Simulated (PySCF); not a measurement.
# Scalar relativity in Cl (chlorine, neutral)

[Ne] 3s2 3p5, 2P determinant; PBE calculated with PySCF 2.14 in dyall-av3z, once non-relativistic with a point nucleus and once with spin-free X2C-1e and a Gaussian nucleus.

```tsv
shell	ε non-rel. (eV)	rms r non-rel. (bohr, spins averaged)
1s α	-2740.5	0.1060
1s β	-2740.4	0.1060
2s α	-251.02	0.4865
2s β	-250.87	0.4865
2p α	-191.64	0.4549
2p β	-191.43	0.4549
3s α	-21.020	1.664
3s β	-19.859	1.664
3p α	-9.028	2.025
3p β	-8.131	2.025
```

(1) How does scalar relativity move these shells?

The total energy goes from -459.9739 to -461.4009 hartree.

Ionisation energy, Cl [Ne] 3s2 3p5 (2P) → Cl+ [Ne] 3s2 3p4 (3P) (eV):

```json
{"method": "UHF", "non-relativistic": "11.765", "spin-free X2C": "11.747", "shift": "-0.018"}
{"method": "LDA", "non-relativistic": "13.202", "spin-free X2C": "13.186", "shift": "-0.016"}
{"method": "PBE", "non-relativistic": "12.972", "spin-free X2C": "12.955", "shift": "-0.017"}
{"method": "PBE0", "non-relativistic": "12.955", "spin-free X2C": "12.938", "shift": "-0.017"}
{"method": "r2SCAN", "non-relativistic": "12.996", "spin-free X2C": "12.980", "shift": "-0.016"}
{"method": "MP2 (valence)", "non-relativistic": "12.760", "spin-free X2C": "12.745", "shift": "-0.016"}
{"method": "SCS-MP2 (valence)", "non-relativistic": "12.761", "spin-free X2C": "12.745", "shift": "-0.016"}
{"method": "CCSD (valence)", "non-relativistic": "12.722", "spin-free X2C": "12.707", "shift": "-0.015"}
{"method": "CCSD(T) (valence)", "non-relativistic": "12.771", "spin-free X2C": "12.756", "shift": "-0.015"}
```

Relativity contracts and stabilises s shells directly. The contracted s shells screen the nucleus better, so for spin-averaged p shells the direct and indirect effects partly cancel.

Results:

(1) 1s α: ε -2750.0 eV, radius -0.58 %; 1s β: ε -2749.8 eV, radius -0.58 %; 2s α: ε -252.64 eV, radius -0.47 %; 2s β: ε -252.49 eV, radius -0.47 %; 2p α: ε -191.62 eV, radius -0.14 %; 2p β: ε -191.41 eV, radius -0.14 %; 3s α: ε -21.179 eV, radius -0.39 %; 3s β: ε -20.017 eV, radius -0.39 %; 3p α: ε -9.013 eV, radius 0.01 %; 3p β: ε -8.116 eV, radius 0.01 %.
